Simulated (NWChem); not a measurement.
Species: trimethylamine (C3H9N); SMILES CN(C)C

Computed with NWChem. Medium grid unless said otherwise, to which SCAN and Minnesota functionals are sensitive. Coordinates come from a PBE0/def2-SVP optimisation. B3LYP is NWChem's, with the RPA form of VWN correlation. Total energies of different functionals are on different scales.

| level | energy (Ha) | highest occupied level (eV) | orbital gap (eV) | dipole (D) |
|---|---|---|---|---|
| PBE/def2-TZVP | -174.2907 | … | … | 0.30 |
| B3LYP/def2-TZVP | -174.5433 | -5.88 | 6.69 | 0.38 |
| Hartree-Fock/def2-TZVP | -173.3341 | -9.49 | 13.17 | 0.54 |
| BLYP/def2-TZVP | -174.4363 | -4.65 | 4.99 | 0.29 |
| LDA (Slater exchange, VWN5)/def2-TZVP | -172.9424 | -4.81 | 4.98 | 0.32 |
| r2SCAN/def2-TZVP | -174.4216 | -4.97 | 6.02 | 0.33 |

Problem. Complete the blanks.

Solution. 
- PBE/def2-TZVP, highest occupied level (eV): -4.73
- PBE/def2-TZVP, orbital gap (eV): 5.09
